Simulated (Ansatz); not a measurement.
```yaml
crystal:
  periodic: [false, false, false]
  atoms:
    - {symbol: Mo, position_ang: [0.000000, 0.000000, 0.000000]}
    - {symbol: Ge, position_ang: [0.000000, 0.000000, 2.650000]}
basis:
  gaussian: {orbitals: def2-TZVP}
hamiltonian: {xc: pbe0}
relax: {f_tol: 0.004, max_steps: 80}
```

```sh
$ ansatz run in.yaml --threads 1 --pin off --events-out ev --progress --plain --max-ram 2176MiB
```

Steps of the relaxation (energy above the last step; positions in Å, forces in eV/Å):

```
2
step 1, 930.6 meV
Mo    0.000    0.000    0.000    0.000    0.000    3.592
Ge    0.000    0.000    2.650    0.000    0.000   -3.592
```

```
2
step 2, 1.0 meV
Mo    0.000    0.000    0.195    0.000    0.000    0.193
Ge    0.000    0.000    2.455    0.000    0.000   -0.193
```

```
2
step 3, 0.3 meV
Mo    0.000    0.000    0.203    0.000    0.000   -0.105
Ge    0.000    0.000    2.447    0.000    0.000    0.105
```

```
2
step 4, 0.0 meV
Mo    0.000    0.000    0.200    0.000    0.000    0.000
Ge    0.000    0.000    2.450    0.000    0.000    0.000
```

Close pairs at the end: Mo1–Ge2 2.250 Å.

A stationary point of restricted PBE0 after 4 steps (its stability towards spin polarisation wasn't tested). 17 s on 1 thread of Arm Neoverse V2, shared host.
